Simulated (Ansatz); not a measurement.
Input file:

```yaml
crystal:
  periodic: [false, false, false]
  atoms:
    - {symbol: C, position_ang: [0.000000, 0.000000, 0.000000]}
    - {symbol: H, position_ang: [1.093152, 0.013897, -0.000233]}
    - {symbol: H, position_ang: [-0.558612, 0.939744, -0.002802]}
    - {symbol: H, position_ang: [-0.534540, -0.953642, 0.003036]}
basis:
  gaussian: {orbitals: cc-pVDZ}
total_charge: 1
magnetization: {spin_polarized: false, initial_magnetization: 2}
correlation: {method: sc_nevpt2, electrons: outside_noble_gas, active_space: {window: {electrons: 4, orbitals: 4}, states: [{multiplicity: 3, weights: [1, 1]}], root: 5}}
scf: {omitted_lower_state_checks: [cluster_reference]}
```

```sh
$ ansatz run in.yaml --threads 1 --pin off --events-out ev --progress --plain --max-ram 2393MiB
```

(1) How does this run end?

## Answers

(1) Refused. The input was made wrong on purpose (root beyond the states), so the run isn't a sound calculation of what was asked.
```
Error: the active space averages no state 5, counted from zero
```
